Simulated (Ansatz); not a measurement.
# Heating and cooling a random packing of Ti9Ni

A packing of 20 atoms, thrown in at random and pushed apart as soft spheres with like charges further apart (2 Ni, 18 Ti) went through Langevin stages in a fixed cell of 17.94 Å³/atom, at one k point, without spin and with a Fermi–Dirac width of kT (0.05 eV at least). Method: Ansatz, DFT PBE, scalar-relativistic, plane waves, PAW.

| thermostat (K) | duration (fs) | friction (1/fs) | cutoff (eV) | mean T (K) | mean P (GPa) | mean square displacement (Å²) |
| --- | --- | --- | --- | --- | --- | --- |
| 2780 | 72 | 0.030 | 320 | 2121 | 0.9 | 0.15 |
| 2780 | 273 | 0.030 | 420 | 2678 | 2.2 | 0.64 |
| 2000 | 228 | 0.030 | 420 | 2056 | 1.2 | 0.38 |
| 1110 | 231 | 0.030 | 420 | 1256 | -2.4 | 0.24 |
| 300 | 291 | 0.030 | 420 | 300 | -5.3 | 0.15 |

Means run over the second half of a stage; pressure includes the kinetic part; displacements count from the stage's start, the atoms' common shift taken off. In so short a run the atoms moved about a bond length or less in the hot stages, so this is an annealed packing, not a quenched equilibrium liquid.

Cell and atoms were then relaxed on coarser meshes and computed once more: Settings: cutoff 420 eV, Γ-centred mesh 5×5×5 on the computed 20-atom cell, Gaussian smearing of 0.10 eV; no spin polarisation.

Question: What structure is left?

Answer: One draw of many: 16.71 Å³/atom with no gap on the mesh, 0.00 eV/atom above the elements' standard states (static lattices, no corrections for gases) (a random packing after short dynamics, relaxed).

Counting as bonded all pairs within 1.3 times the summed covalent radii:

| atom → neighbour | mean count | mean length (Å) | spread (Å) |
| --- | --- | --- | --- |
| Ni → Ni | 1.00 | 2.53 | 0.00 |
| Ni → Ti | 11.50 | 2.87 | 0.33 |
| Ti → Ni | 1.28 | 2.87 | 0.33 |
| Ti → Ti | 13.89 | 3.12 | 0.43 |

Angles between all pairs of such bonds at an atom (mean ± spread): 97 ± 34° at Ni, 95 ± 35° at Ti.

```
Ti Ni
1.0
     6.76079   -0.11100    0.00366
    -0.09074    7.29202   -0.14980
    -0.00069   -0.15174    6.78400
Ti Ni
18 2
Direct
  0.15510 0.27149 0.55658
  0.06128 0.95973 0.80194
  0.77218 0.10179 0.55598
  0.53902 0.51762 0.02958
  0.78899 0.00042 0.10533
  0.23538 0.62815 0.74472
  0.36336 0.86358 0.06580
  0.26562 0.56395 0.32622
  0.45734 0.19988 0.27280
  0.39871 0.94928 0.57645
  0.84757 0.35778 0.25282
  0.55339 0.42771 0.58541
  0.65949 0.73774 0.34608
  0.17672 0.29828 0.00402
  0.71307 0.76560 0.76469
  0.53974 0.16656 0.87608
  0.97640 0.65908 0.06443
  0.06184 0.90703 0.38300
  0.93210 0.56698 0.51963
  0.86940 0.38529 0.82329
```

The final mesh leaves forces up to 0.14 eV/Å and stresses up to 0.2 GPa: the relaxation ran on a coarser mesh, so the cell's shape, its bonds and its energy belong partly to that mesh.

Spin polarisation was left out, and a magnetic state may lie lower.

Cost: 6 runs of about 54 core-minutes in all (earlier runs that led there not counted), on Arm Neoverse V2 (shared hosts).